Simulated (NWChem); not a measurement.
## Extrapolating the CCSD correlation energy of ClNa

SMILES: [Na][Cl]
```xyz
2

Na     0.0000     0.0000    -1.4209
Cl     0.0000     0.0000     0.9194
```
Charge 0, spin multiplicity 1.

All runs are NWChem calculations. All single points use one geometry, from B3LYP/def2-SVP, a minimum by its harmonic frequencies.

The correlated methods keep 6 core orbitals frozen. The structure started from a generated list of species. Coupled-cluster values serve here as a point of comparison, not as the truth.

Worked example. The CCSD correlation energy is -228.50 mHa in cc-pVTZ and -251.58 mHa in cc-pVQZ. The form E(X) = E∞ + A/X³ turns the pair into an estimate of the basis-set limit.

E∞ = (4³·(-251.58) − 3³·(-228.50))/(4³ − 3³) = -268.4 mHa. The larger basis holds 94 % of that. This is a two-point estimate.
